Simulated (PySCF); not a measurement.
## Ionisation energy of F by level of theory

F [He] 2s2 2p5 (2P) → F⁺ [He] 2s2 2p4 (3P), as a difference of total energies. All numbers are calculated (PySCF 2.14, scalar relativity by spin-free X2C-1e, in cc-pVDZ-DK). Correlated levels: valence: 1s2 frozen. The calculations carry no spin-orbit coupling.

```
           method  ionisation energy (eV)  error (eV)
              UHF                  15.624      -1.803
              LDA                  17.597      +0.170
             BP86                  17.475      +0.048
    MP2 (valence)                  16.771      -0.656
SCS-MP2 (valence)                  16.730      -0.697
   CCSD (valence)                  16.690      -0.737
CCSD(T) (valence)                  16.693      -0.734
```

Reference: 17.427 eV (measured; NIST levels, between the centres of gravity of the two terms).

Errors of the correlated levels include the incompleteness of this basis and the frozen core.
